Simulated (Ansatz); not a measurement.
2H WS₂ was calculated with r²SCAN (PAW; Ansatz, a program for electronic structure).

Settings: plane-wave cutoff 500 eV, 12×12×4 k mesh (along the axes of the cell as run), gaussian smearing 0.02 eV, scalar-relativistic PAW data made under PBE.

Computed at the level's own relaxed cell.

Problem. Predict the equilibrium volume per atom, lattice parameter a and lattice parameter c.

Solution. 
* **equilibrium volume per atom**: 19.09 Å³/atom
* **lattice parameter a**: 3.182 Å
* **lattice parameter c**: 13.069 Å

Measured, for comparison: lattice constant a 3.153 Å, lattice parameter c 12.323 Å (300 K, not corrected to a static lattice; as tabulated in arXiv:1605.07067). Computed (rounded) less measured: lattice constant a +0.9 %, lattice parameter c +6.1 %.

Note: the cell comes from a level without a dispersion term, which matters for the spacing of layers, chains or molecules; the cell has widely spaced layers and the level no dispersion term, so their spacing and the moduli can rest on weak binding.

Spin–orbit coupling is not included.

Static lattice: no zero-point or thermal effects.

The result took around 3.0 core-minutes (rough).
